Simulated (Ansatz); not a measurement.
Relaxation of H8Si3 (11 atoms, charge 0, multiplicity 1), to a largest force component of 0.02 eV/Å in at most 40 steps.

The calculation used RKS r2SCANh-D4/6-31G* (Ansatz 0.2.0).

```xyz
11
Properties=species:S:1:pos:R:3
Si 0.000 0.000 0.000
Si 0.000 0.000 2.220
H -1.315 -0.407 2.707
H 1.010 -0.935 2.707
H 0.305 1.342 2.707
H 1.377 0.000 -0.486
H -0.688 1.191 -0.486
Si -1.046 -1.812 -0.739
H -1.703 -2.485 0.377
H -2.045 -1.427 -1.731
H -0.078 -2.717 -1.351
```

Q: Where does it end, and by what steps?

A: The forces met the threshold. The force dipped under the threshold on the way, but the program's further checks kept it going. After 11 steps the energy has fallen by 0.336 eV; H10 moved furthest, 0.72 Å.

| step | energy less start (eV) | largest force component (eV/Å) | accepted |
| --- | --- | --- | --- |
| 0 | 0.0000 | 0.856 | yes |
| 1 | -0.2830 | 0.237 | yes |
| 2 | -0.2978 | 0.075 | yes |
| 3 | -0.2997 | 0.016 | yes |
| 4 | -0.3005 | 0.016 | yes |
| 5 | -0.3075 | 0.088 | yes |
| 6 | -0.3097 | 0.208 | yes |
| 7 | -0.3128 | 0.140 | yes |
| 8 | -0.3220 | 0.014 | yes |
| 9 | -0.3242 | 0.256 | yes |
| 10 | -0.3276 | 0.166 | yes |
| 11 | -0.3359 | 0.009 | yes |

```xyz
11
Properties=species:S:1:pos:R:3
Si -0.155 0.106 -0.010
Si 0.123 0.013 2.310
H -1.204 -0.131 2.967
H 0.961 -1.158 2.688
H 0.775 1.247 2.828
H 1.154 0.378 -0.671
H -1.068 1.237 -0.344
Si -1.045 -1.897 -0.829
H -2.140 -2.375 0.058
H -1.595 -1.724 -2.201
H 0.011 -2.944 -0.871
```

Time of the run: 76 s on 1 thread of Arm Neoverse V1 (shared host), peak memory 0.17 GiB.
